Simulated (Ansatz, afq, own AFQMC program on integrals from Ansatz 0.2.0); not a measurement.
# Atomization energy of BGe, quartet

```xyz
2

Ge    0.0000    0.0000    0.0000
B     0.0000    0.0000    1.9774
```

Atoms in their ground-state spins without spin–orbit coupling (mostly on UHF) minus the molecule (UHF), without zero-point energy. The geometry is a stationary point, not shown to be a minimum.

Basis cc-pVDZ. Noble-gas cores (and the filled d shells of Ga–Kr and In–Xe) are frozen. Integrals, coupled cluster, full CI and functionals: Ansatz 0.2.0; the random walks run on the same integrals in our own AFQMC program. The CISD trial takes its coefficients from CCSD amplitudes. Released means that phaseless walkers are propagated on without the constraint, phases kept. ± is one standard error of the sampling. No spin–orbit coupling. The errors of all members are added in quadrature.

Full CI on the same integrals is exact in this basis and with this determinant's frozen core.

The best estimate is CCSD(T) at the basis-set limit (CBS: def2-TZVPP and def2-QZVPP, with their diffuse functions for anions and beside diffuse sets, CCSD(T) itself extrapolated) plus the step from CCSD(T) to full CI in cc-pVDZ. Rows without CBS are in cc-pVDZ, the functionals in def2-TZVP; B2PLYP and the wave-function rows carry a basis error of their own. Core correlation and relativity beyond core potentials are missing, and ± holds the sampling alone.

Cautions: inner d shell frozen; no relativity below Rb; no spin-orbit coupling; BGe (quartet): raised T1 diagnostic (T1 0.040, weight of the determinant 0.87, largest double 0.09), the released energies are still falling, so no released level is given (meV from the phaseless value at times in 1/Eh: -6 ± 3 at 0.24, -12 ± 3 at 0.51, -21 ± 5 at 0.99, -23.1 ± 2.3 at 1.62, -27 ± 4 at 2.40), its ph-AFQMC/CISD value lies 41 ± 3 meV above full CI.

| level | atomization energy (kcal/mol) |
| --- | --- |
| CCSD | 57.2 |
| PBE0 | 75.6 |
| HF | 45.0 |

Problem. From these cheaper values, estimate the atomization energy at the level of the best estimate.

Solution. 68.8 kcal/mol (best estimate, highest rung FCI).

```tsv
level	atomization energy (kcal/mol)	error against the best estimate (kcal/mol)
MP2	63.2	-5.6
CCSD(T)	60.6	-8.2
ph-AFQMC/CISD	60.8 ± 0.07	-8.0 ± 0.07
FCI	61.6	-7.2
HF/CBS	46.0	-22.8
MP2/CBS	69.2	0.4
CCSD(T)/CBS	67.7	-1.1
PBE	80.8	12.0
r2SCAN	80.6	11.8
B3LYP	70.2	1.4
wB97M-V	68.8	0.0
B2PLYP	68.7	-0.1
```

Correlation beyond CCSD(T) adds 1.1 kcal/mol. Going to the basis-set limit adds 7.2 kcal/mol at CCSD(T). The perturbative (T) step is worth +3.4 kcal/mol.

Best estimates are given only where the step beyond CCSD(T) is under 0.3 eV and no member's determinant is very poor (T1 over 0.05, or 0.07 for open shells, ⟨S²⟩ too high by 0.3, two states mixed), so the hardest cases are missing from such tables.

The functionals ran in a triple-zeta set and keep a basis error of their own, a few kJ/mol for each bond in atomization energies and more for double hybrids, so close places among them and the extrapolated levels can swap.

Each member of a difference takes its own highest rung, so a best estimate needn't equal the limit plus the step of one row. A walk keeps the symmetry of its determinant, which the program's search chose and which needn't be the lowest solution, so a lower state of the same spin and another symmetry isn't excluded.
